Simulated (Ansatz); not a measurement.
A CCSD(T) single point on C3H7FS, SMILES `CC(C)(F)S`.

```yaml
crystal:
  periodic: [false, false, false]
  atoms:
    - {symbol: C, position_ang: [-1.193303, -0.308233, 0.498599]}
    - {symbol: C, position_ang: [-0.116887, 0.118918, -0.468690]}
    - {symbol: C, position_ang: [1.231647, -0.493645, -0.180615]}
    - {symbol: F, position_ang: [-0.503600, -0.284226, -1.738808]}
    - {symbol: S, position_ang: [-0.019483, 1.950808, -0.620979]}
    - {symbol: H, position_ang: [-0.953188, 0.025167, 1.509391]}
    - {symbol: H, position_ang: [-1.271461, -1.398778, 0.501049]}
    - {symbol: H, position_ang: [-2.151907, 0.120166, 0.207928]}
    - {symbol: H, position_ang: [1.597401, -0.171356, 0.795544]}
    - {symbol: H, position_ang: [1.951884, -0.192615, -0.940589]}
    - {symbol: H, position_ang: [1.145121, -1.583549, -0.177282]}
    - {symbol: H, position_ang: [0.360675, 2.162144, 0.648452]}
basis:
  gaussian: {orbitals: def2-TZVPP}
correlation: {method: ccsd_t}
```

```sh
$ ansatz run in.yaml --threads 4 --pin off --events-out ev --progress --plain --max-ram 10444MiB
```

The program prints (abridged):

```
Functional definition: HF
1557 factors; integrals over basis functions are off by at most 1.1e-3 eV
mean field evaluation 1: about -16724.3031 eV, gradient 3.7e1 eV
mean field evaluation 2: about -16724.5512 eV, gradient 3.7e1 eV
mean field evaluation 4: about -16728.1082 eV, gradient 4.3e0 eV
mean field evaluation 8: about -16728.1716 eV, gradient 2.9e-1 eV
mean field evaluation 16: about -16728.1721 eV, gradient 1.5e-6 eV
mean field -16728.17207006 eV, -614.7489848125 hartree, gradient 1.5e-6 eV, S^2 0.000000; 0 other end points of the search recorded, 0 dependent functions left out
9 core orbitals not correlated: weight in the atoms' cores, before any rotation towards them, 1.000 or more for the frozen orbitals, at most 0.000 for the correlated occupied ones
reference -16728.17207006 eV, -614.7489848125 hartree; 16, 16 occupied and 239, 239 virtual orbitals, 1557 factors
second order -25.90603111 eV of doubles, -0.00000000 eV of singles
cycle   1  -26.50221120 eV  change   -6.0e-1 eV  update   1.0e-1
cycle   2  -27.10464419 eV  change   -6.0e-1 eV  update   3.0e-2
cycle   3  -27.23314145 eV  change   -1.3e-1 eV  update   1.4e-2
cycle   4  -27.22680000 eV  change    6.3e-3 eV  update   3.0e-3
cycle   5  -27.22562890 eV  change    1.2e-3 eV  update   1.2e-3
cycle   6  -27.22599619 eV  change   -3.7e-4 eV  update   3.3e-4
cycle   7  -27.22587038 eV  change    1.3e-4 eV  update   1.3e-4
cycle   8  -27.22580713 eV  change    6.3e-5 eV  update   4.5e-5
cycle   9  -27.22581249 eV  change   -5.4e-6 eV  update   1.7e-5
perturbative correction -1.05811774 eV, -0.0388851099 hartree
Total energy: -16756.45600030 eV, -615.7884000771 hartree
```

It took 3.2 min on 4 threads of an Arm Neoverse V2 on a shared host, with 6.7 GiB of host memory at the peak.

MP2 recovers 91.6 % of the CCSD(T) correlation energy and the triples give 3.7 %; T1 = 0.0106.
